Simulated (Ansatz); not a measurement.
The pair A = CH4O (SMILES CO) (first 6 atoms), B = CH5N (SMILES CN); geometry from S66by8 set.
(charge 0, multiplicity 1):
| atom | x (Å) | y (Å) | z (Å) |
|---|---|---|---|
| O | -1.4985 | 0.7153 | -0.0029 |
| H | -0.5259 | 0.7412 | -0.0079 |
| C | -1.8682 | -0.6444 | -0.0077 |
| H | -2.9545 | -0.6937 | -0.0034 |
| H | -1.5150 | -1.1751 | -0.8970 |
| H | -1.5077 | -1.1833 | 0.8738 |
| N | 1.4403 | 0.6314 | -0.0127 |
| H | 1.8110 | 1.1392 | 0.7804 |
| H | 1.8111 | 1.0957 | -0.8320 |
| C | 1.9181 | -0.7547 | 0.0248 |
| H | 1.5262 | -1.2887 | -0.8374 |
| H | 3.0048 | -0.8614 | 0.0278 |
| H | 1.5260 | -1.2414 | 0.9144 |

Cores are frozen in the correlated methods. MP2 and its Hartree–Fock in aug-cc-pVTZ are density fitted.

The values were computed with Ansatz (a first-principles code). Each number belongs to the level named beside it.

The counterpoise-corrected interaction energy is E(AB) − E(A in the pair's basis) − E(B in the pair's basis). Total energies (hartree):

```csv
level,AB,A in the pair's basis,B in the pair's basis
HF/aug-cc-pVDZ,-210.2992271,-115.0610395,-95.2311935
MP2/aug-cc-pVDZ,-211.0078169,-115.4221288,-95.5747016
HF/aug-cc-pVTZ,-210.3539094,-115.0914171,-95.2555204
MP2/aug-cc-pVTZ,-211.2084135,-115.5290439,-95.6676177
CCSD(T)/aug-cc-pVDZ,-211.0813835,-115.4558927,-95.6147483
```

### Question
Work out the counterpoise-corrected interaction energy at the basis-set limit: extrapolate the MP2 correlation part as X⁻³, take Hartree–Fock from the larger set, and add the CCSD(T) − MP2 difference of aug-cc-pVDZ.

### Answer

1. Differences (1 hartree = 627.509 kcal/mol): HF/aug-cc-pVDZ -4.389; MP2/aug-cc-pVDZ -6.894; HF/aug-cc-pVTZ -4.375; MP2/aug-cc-pVTZ -7.374; CCSD(T)/aug-cc-pVDZ -6.741.
2. Correlation parts, MP2 less HF: -2.505 in aug-cc-pVDZ (X = 2), -3.000 in aug-cc-pVTZ (X = 3).
3. Limit (3³·(-3.000) − 2³·(-2.505))/(3³ − 2³) = -3.208; with HF/aug-cc-pVTZ it gives -7.583.
4. CCSD(T) less MP2 in aug-cc-pVDZ: 0.153.
Result: -7.43 kcal/mol, against -6.89 at MP2/aug-cc-pVDZ. It is an estimate of this method's limit, not of the exact value.
